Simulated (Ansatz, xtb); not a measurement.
Relaxing a trial structure of CH3BSi+

The starting geometry of this gas-phase doublet was built from a drawn formula by distance geometry and a force field; its bonds are those of `[B]1C[SiH+]1`.

```yaml
atoms:
  - { symbol: C, position_ang: [0.6145, 1.2615, -0.7401] }
  - { symbol: B, position_ang: [-0.8378, 0.9522, -1.4527] }
  - { symbol: Si, position_ang: [-0.2830, 2.8118, -0.8155] }
  - { symbol: H, position_ang: [0.6823, 0.8884, 0.2749] }
  - { symbol: H, position_ang: [1.4584, 1.1819, -1.4501] }
  - { symbol: H, position_ang: [-0.4635, 4.2679, -0.6428] }
```

Question: Predict what becomes of its bonds when it is optimised with r2SCAN-D4/def2-SVP.

Answer: A bond breaks, giving a structure given below by its coordinates. Distances that change by over a tenth: C1–B2 (1.65 → 1.42 Å). Contacts that open: C1–Si3 (1.79 → 3.30 Å).

The energy falls by 1.79 eV over 22 steps:

```
step  E − E(last) (eV)
   1             1.787
   3             1.103
   6             0.696
   8             0.487
  10             0.411
  13             0.259
  15             0.046
  17             0.008
  20             0.000
  22             0.000
```

Final geometry (Å):

```xyz
6

C     0.8832    0.7723   -0.7205
B     0.0801    1.9456   -0.7511
Si   -1.1366    3.3831   -0.6280
H     0.6242   -0.1038   -0.1066
H     1.8090    0.6664   -1.3050
H    -1.0891    4.7001   -1.3150
```

From the same start GFN2-xTB reaches the same bonding as this run.

No frequencies were run, so the end isn't proven a minimum. Open shells are spin-unrestricted. Run with Ansatz 0.2.0, 120 s on 1 thread of Arm Neoverse V1, on a shared host.
